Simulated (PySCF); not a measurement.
P₂: energy against distance

Set-up: PySCF, no relativity, basis sets P def2-TZVP. Energies in eV from P + P in their ground configurations at the same level. All curves are PBE0. state 1: ¹Σg⁺ (singlet), closed shell; state 2: triplet, unpaired electrons π ↑↑, a mixture of terms (⟨Lz²⟩ = 2.0), a second solution, started from another occupation; state 3: quintet, unpaired electrons π ↑↑↑↑, a second solution, started from another occupation.

| R (Å) | state 1 | state 2 | state 3 |
| --- | --- | --- | --- |
| 1.620 | -2.782 | 1.657 | 6.151 |
| 1.696 | -3.914 | -0.008 | 3.906 |
| 1.771 | -4.543 | -1.132 | 2.243 |
| 1.827 | -4.767 | -1.704 | 1.295 |
| 1.884 | -4.830 | -2.096 | 0.550 |
| 1.940 | -4.768 | -2.343 | -0.030 |
| 2.016 | -4.539 | -2.499 | -0.596 |
| 2.110 | -4.090 | -2.487 | -1.049 |
| 2.223 | -3.410 | -2.272 | -1.326 |
| 2.374 | -2.398 | -1.788 | -1.397 |

Question: Put a parabola through the three lowest points of the state 1 curve and estimate Re, k and ωe (reduced mass 15.49 u; 1 eV/Å² = 0.16022 mdyn/Å; ωe = 1302.8·√(k/μ) cm⁻¹).

Answer: Through R = 1.827, 1.884, 1.94 Å the second-order coefficient is 19.6 eV/Å², so Re ≈ 1.884 Å, k ≈ 6.27 mdyn/Å and ωe ≈ 829 cm⁻¹. A polynomial fit of higher order to the unrounded PBE0 energies gives Re = 1.882 Å, k = 6.33 mdyn/Å, ωe = 833 cm⁻¹; anharmonicity and rounding make the difference.

The higher-order fit for each curve: state 1: Re = 1.882 Å, ωe = 833 cm⁻¹, De = 4.83 eV; state 2: Re = 2.056 Å, ωe = 623 cm⁻¹, minimum 2.52 eV below the ground-state fragments; state 3: Re = 2.338 Å, ωe = 420 cm⁻¹, minimum 1.40 eV below the ground-state fragments.
